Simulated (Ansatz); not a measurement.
Consider the substitution at a C–C bond: `FCCCF` + HCl → `FCCCl` + `CF`.

Program: Ansatz. Geometries: PBE0-D4/def2-TZVP. ΔE: electronic, gas phase. CBS: MP2 limit from def2 TZ/QZ plus the TZ coupled-cluster correction, frozen cores. This one scheme is used for every species. Functionals use def2-TZVPP. One conformer a species, not always the lowest.

```csv
level,ΔE (kJ/mol)
PBE-D4,37.6
PBE0-D4,39.8
ωB97X-V,40.7
ωB97M-V,41.7
MP2/def2-TZVPP,41.8
HF/def2-QZVPP,34.4
MP2/def2-QZVPP,40.1
SCS-MP2/def2-QZVPP,37.3
```

(1) What does CCSD(T)/CBS give? (Best estimate.)

Largest T1 diagnostic among the species: 0.010.

## Answers

(1) Ansatz gave: +40.5 kJ/mol. The listed levels differ from it by -2.9, -0.7, 0.2, 1.2, 1.3, -6.1, -0.4, -3.2 kJ/mol.

In def2-TZVPP, CCSD(T) changes the Hartree–Fock value by +8.2 kJ/mol (the triples alone add −0.6 kJ/mol) and MP2 by +6.9 kJ/mol.
